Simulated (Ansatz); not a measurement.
# doublet BNH3Cl− at 6 levels

We compute a comparison of 6 runs (UHF/aug-cc-pVDZ, UB3LYP/6-31G*, U-r2SCAN/aug-cc-pVDZ, UB2PLYP/aug-cc-pVDZ, UBHLYP/aug-cc-pVDZ, UCAM-B3LYP/aug-cc-pVDZ) of doublet BNH3Cl−. 

The calculation is run with Ansatz 0.2.0.

61 further runs of the same task are left out: 61 set aside as unsound or not needed.

### Step 1. The structure to begin with

The species is BNH3Cl− (6 atoms), meant as a doublet with charge -1. SMILES of the parent species: `NBCl`. Geometry: relaxed at PBE0-D4/def2-TZVP. That shape belongs to the parent species and isn't relaxed for this state.

Bond lengths: N1–B2 1.383 Å, B2–Cl3 1.768 Å, N1–H4 1.005 Å, N1–H5 1.006 Å, B2–H6 1.191 Å. Angles: N1–B2–Cl3 119.7°, N1–B2–H6 121.5°, Cl3–B2–H6 118.8°, B2–N1–H4 122.2°, B2–N1–H5 123.2°, H4–N1–H5 114.7°.

### Step 2. The energy at UHF/aug-cc-pVDZ (run 1)

File run.yaml:

```yaml
crystal:
  periodic: [false, false, false]
  atoms:
    - {symbol: N, position_ang: [-0.395600, -0.007800, -0.658000]}
    - {symbol: B, position_ang: [0.369600, -0.158900, 0.483700]}
    - {symbol: Cl, position_ang: [0.529900, 1.189300, 1.616000]}
    - {symbol: H, position_ang: [-0.511800, -0.749300, -1.326600]}
    - {symbol: H, position_ang: [-0.878600, 0.844500, -0.888200]}
    - {symbol: H, position_ang: [0.928800, -1.181900, 0.727100]}
basis:
  gaussian:
    orbitals: aug-cc-pVDZ
total_charge: -1
magnetization:
  spin_polarized: true
  initial_magnetization: 1
hamiltonian:
  xc: hf
accuracy: high
output:
  orbitals: {seedname: orbitals}
```

Run with:

```
$ ansatz run run.yaml --threads 1 --pin off --max-ram 3480MiB --events-out events.jsonl --progress --plain --runs-dir runs
```

The log of the run:

```text
Warning: RAYON_NUM_THREADS=1 ignored (pool sized by the plan → 1); use --threads N
Functional definition: HF
  name "HF"
  exchange = exact_x
  correlation = 0
1994 factors; integrals over basis functions are off by at most 3.2e-9 eV
mean field evaluation 1: about -14704.4778 eV, gradient 1.7e1 eV
mean field evaluation 2: about -14704.6166 eV, gradient 1.7e1 eV
mean field evaluation 4: about -14706.5952 eV, gradient 2.2e0 eV
mean field evaluation 8: about -14706.6344 eV, gradient 1.8e-1 eV
mean field evaluation 16: about -14706.6353 eV, gradient 4.9e-4 eV
mean field evaluation 32: about -14706.6353 eV, gradient 1.6e-6 eV
mean field evaluation 64: about -14706.4218 eV, gradient 8.2e-1 eV
mean field evaluation 96: about -14705.8080 eV, gradient 1.7e0 eV
mean field evaluation 128: about -14705.0972 eV, gradient 5.2e0 eV
mean field evaluation 160: about -14706.0047 eV, gradient 5.4e-1 eV
mean field evaluation 192: about -14706.0811 eV, gradient 4.0e-1 eV
mean field evaluation 224: about -14706.6353 eV, gradient 4.7e-4 eV
mean field -14706.63528704 eV, -540.4588782833 hartree, gradient 9.2e-8 eV, S^2 0.750190; 3 other end points of the search recorded, 0 dependent functions left out
reference -14706.63528704 eV, -540.4588782833 hartree; 17, 16 occupied and 83, 84 virtual orbitals, 1994 factors
Total energy: -14706.63528704 eV, -540.4588782833 hartree
```

It took 18 s on 1 thread of Arm Neoverse V1, shared host; peak memory 0.36 GiB.

### Step 3. A single-point energy at UB3LYP/6-31G(d) (spherical functions) (run 2)

File in.yaml:

```yaml
crystal:
  periodic: [false, false, false]
  atoms:
    - {symbol: N, position_ang: [-0.395600, -0.007800, -0.658000]}
    - {symbol: B, position_ang: [0.369600, -0.158900, 0.483700]}
    - {symbol: Cl, position_ang: [0.529900, 1.189300, 1.616000]}
    - {symbol: H, position_ang: [-0.511800, -0.749300, -1.326600]}
    - {symbol: H, position_ang: [-0.878600, 0.844500, -0.888200]}
    - {symbol: H, position_ang: [0.928800, -1.181900, 0.727100]}
basis:
  gaussian:
    orbitals: 6-31G_st_-spherical.json
total_charge: -1
magnetization:
  spin_polarized: true
  initial_magnetization: 1
hamiltonian:
  xc: {name: B3LYP}
accuracy: high
output: {orbitals: {seedname: orbitals}}
```

The basis set 6-31G* is read from a file made from the Basis Set Exchange's data (not shown).

Run with:

```
$ ansatz run in.yaml --threads 1 --pin off --max-ram 3480MiB --events-out events.jsonl --progress --plain --runs-dir runs
```

The log of the run:

```text
Warning: RAYON_NUM_THREADS=1 ignored (pool sized by the plan → 1); use --threads N
Functional definition: B3LYP
  name "B3LYP"
  parameter a0 = 0.2
  parameter ax = 0.72
  parameter ac = 0.81
  exchange = (1 - a0 - ax)*slater_x + ax*b88_x + a0*exact_x
  correlation = (1 - ac)*vwn_rpa_c + ac*lyp_c
1156 factors; integrals over basis functions are off by at most 3.4e-9 eV
mean field evaluation 1: about -14734.8107 eV, gradient 2.2e1 eV
mean field evaluation 2: about -14733.5378 eV, gradient 2.8e1 eV
mean field evaluation 4: about -14736.9245 eV, gradient 6.7e-1 eV
mean field evaluation 8: about -14737.0613 eV, gradient 4.6e-2 eV
mean field evaluation 16: about -14737.0613 eV, gradient 2.3e-5 eV
mean field -14737.06129461 eV, -541.5770134379 hartree, gradient 6.3e-8 eV, S^2 0.753128; 2 other end points of the search recorded, 0 dependent functions left out
reference -14737.06132587 eV, -541.5770145869 hartree; 17, 16 occupied and 35, 36 virtual orbitals, 1156 factors
Total energy: -14737.06132587 eV, -541.5770145869 hartree
```

Run time: 6 s. Hardware: 1 thread of Arm Neoverse V1, shared host; peak memory 0.2 GiB.

Runs 3 to 5 aren't shown in full; the table further down has their settings and results.

### Step 4. A single-point energy at UCAM-B3LYP/aug-cc-pVDZ (run 6)

File input.yaml:

```yaml
crystal:
  periodic: [false, false, false]
  atoms:
    - {symbol: N, position_ang: [-0.395600, -0.007800, -0.658000]}
    - {symbol: B, position_ang: [0.369600, -0.158900, 0.483700]}
    - {symbol: Cl, position_ang: [0.529900, 1.189300, 1.616000]}
    - {symbol: H, position_ang: [-0.511800, -0.749300, -1.326600]}
    - {symbol: H, position_ang: [-0.878600, 0.844500, -0.888200]}
    - {symbol: H, position_ang: [0.928800, -1.181900, 0.727100]}
basis:
  gaussian:
    orbitals: aug-cc-pVDZ
output: {orbitals: {seedname: orbitals}}
total_charge: -1
hamiltonian:
  xc: {name: CAM-B3LYP}
magnetization:
  spin_polarized: true
  initial_magnetization: 1
accuracy: high
```

Run with:

```
$ ansatz run input.yaml --threads 1 --pin off --max-ram 3480MiB --events-out events.jsonl --progress --plain --runs-dir runs
```

The log of the run:

```text
Warning: RAYON_NUM_THREADS=1 ignored (pool sized by the plan → 1); use --threads N
Functional definition: CAM-B3LYP
  name "CAM-B3LYP"
  parameter alpha = 0.19
  parameter beta = 0.46
  parameter omega = 0.33/bohr
[... 1 set-up line as earlier in the session ...]
  exchange = (1 - alpha - beta)*b88_x + beta*b88_x_sr(omega) + alpha*exact_x + beta*exact_x_lr(omega)
  correlation = (1 - ac)*vwn5_c + ac*lyp_c
1994 factors; integrals over basis functions are off by at most 3.2e-9 eV
504 factors; integrals over basis functions are off by at most 2.5e-9 eV
mean field evaluation 1: about -14736.7852 eV, gradient 2.3e1 eV
mean field evaluation 2: about -14735.8467 eV, gradient 2.8e1 eV
mean field evaluation 4: about -14739.2328 eV, gradient 9.3e-1 eV
mean field evaluation 8: about -14739.3363 eV, gradient 7.1e-2 eV
mean field evaluation 16: about -14739.3370 eV, gradient 3.0e-3 eV
mean field evaluation 32: about -14739.3370 eV, gradient 6.1e-6 eV
mean field -14739.33696655 eV, -541.6606428392 hartree, gradient 6.2e-8 eV, S^2 0.750092; 6 other end points of the search recorded, 0 dependent functions left out
reference -14739.33698324 eV, -541.6606434528 hartree; 17, 16 occupied and 83, 84 virtual orbitals, 1994 factors
Total energy: -14739.33698324 eV, -541.6606434528 hartree
```

It took 31 s on 1 thread of Arm Neoverse V1, shared host; peak memory 0.49 GiB.

### Step 5. All runs side by side

| run | level | frozen core orbitals | energy (Eh) | HOMO energy (eV) | LUMO energy (eV) | ⟨S²⟩ | wall time |
| --- | --- | --- | --- | --- | --- | --- | --- |
| 1 | UHF/aug-cc-pVDZ | – | -540.458878 | 0.76 | 3.58 | 0.750 | 18 s |
| 2 | UB3LYP/6-31G* (spherical functions) | – | -541.577015 | 5.54 | 7.72 | 0.753 | 6 s |
| 3 | U-r2SCAN/aug-cc-pVDZ | – | -541.611017 | 1.86 | 2.33 | 0.750 | 46 s |
| 4 | UB2PLYP/aug-cc-pVDZ | 7 | -541.461956 | 1.34 | 3.07 | 0.750 | 36 s |
| 5 | UBHLYP/aug-cc-pVDZ | – | -541.644534 | 1.35 | 2.96 | 0.750 | 30 s |
| 6 | UCAM-B3LYP/aug-cc-pVDZ | – | -541.660643 | 1.05 | 3.04 | 0.750 | 31 s |

### Step 6. Results

| quantity | value |
| --- | --- |
| run 6: total energy | -541.66064 Eh |
| run 6: HOMO energy (highest over α and β) | 1.05 eV |
| run 6: LUMO energy (lowest over α and β) | 3.04 eV |
| run 6: ⟨S²⟩ | 0.750 |

What this shows: Totals of different functionals can't be ranked against each other. In runs 1, 2, 3, 4, 5, 6 the HOMO lies above zero, so the outermost electron may be held by the basis alone. All runs together took 2.8 min, the longest 46 s.
